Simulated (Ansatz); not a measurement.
# MgNa− (triplet): the correlation ladder, aug-cc-pVTZ

Aim: climb from Hartree-Fock through coupled cluster for MgNa− (triplet) at one geometry and basis, and see what each rung misses.

Program: Ansatz 0.2.0, Gaussian basis. Level of theory: aug-cc-pVTZ, core rule «outside noble gas», up to 10 orbitals frozen. These are calculated values, not measurements.

To be run: UHF; CCSD(T) on ROHF; CCSD(T) on UHF; BCCD(T) on ROHF; CCSDT(Q) on ROHF; CCSDT(Q) on UHF; Full CI; Full CI in the symmetry of the determinant.

33 further runs of the same task are left out: 6 for a known fault of the program, 11 that didn't finish, 16 set aside as unsound or not needed. Runs told in other sessions of the task aren't counted.

## (1) The system

The geometry is a PBE0/def2-TZVPD stationary point (not a proven minimum).

2 atoms, charge -1, spin multiplicity 3.

Atoms are counted from 1 here; the program's logs count them from 0.

No contacts short enough for the rule that draws bonds.

## (2) UHF

Contents of in.yaml:

```yaml
crystal:
  periodic: [false, false, false]
  atoms:
    - {symbol: Na, position_ang: [0.000000, 0.000000, 0.000000]}
    - {symbol: Mg, position_ang: [0.000000, 0.000000, 3.241700]}
basis:
  gaussian: {orbitals: aug-cc-pVTZ}
total_charge: -1
magnetization: {spin_polarized: true, initial_magnetization: 2}
hamiltonian: {xc: hf}
output: {orbitals: {seedname: orbitals}}
```

Started as:

```bash
$ ansatz run in.yaml --threads 1 --pin off --events-out ev --progress --plain --max-ram 2393MiB
```

Further steps of the session: CCSD(T) on ROHF; CCSD(T) on UHF; BCCD(T) on ROHF; CCSDT(Q) on ROHF; CCSDT(Q) on UHF; Full CI; Full CI in the symmetry of the determinant.

Q: Predict the results of all the runs planned. Wanted: FCI from the RHF energy; RMP2 from FCI; UMP2 from FCI; RCCSD from FCI; RCCSD(T) from FCI; UCCSD(T) from FCI; RCCSDT(Q) from FCI; UCCSDT(Q) from FCI; T1 diagnostic.

As calculated:

| quantity | value |
| --- | --- |
| FCI from the ROHF energy | -1.4705 eV |
| RMP2 from FCI | +471.4 meV |
| UMP2 from FCI | +538.2 meV |
| RCCSD from FCI | +108.0 meV |
| RCCSD(T) from FCI | +32.5 meV |
| UCCSD(T) from FCI | +34.9 meV |
| RCCSDT(Q) from FCI | +0.8 meV |
| UCCSDT(Q) from FCI | +0.4 meV |
| levels within 1 kcal/mol (43 meV) | RCCSD(T), UCCSD(T), BCCD(T), RCCSDT, UCCSDT, RCCSDT(Q), UCCSDT(Q) |
| T1 diagnostic | 0.062 |
| effectively unpaired electrons | 2.11 |

In words: RCCSD(T) misses by +32.5 meV, 2.2 % of the correlation energy. The occupations are near whole numbers, but T1 = 0.062 shows that the orbitals relax strongly. Coupled cluster took another determinant than the lowest Hartree-Fock one. These misses are within one basis, not against nature; the frozen cores of restricted and unrestricted runs differ, which can shift their rows.

Levels on UHF freeze UHF's core orbitals, full CI those of ROHF, so the U rows can settle a little off it for that reason alone.
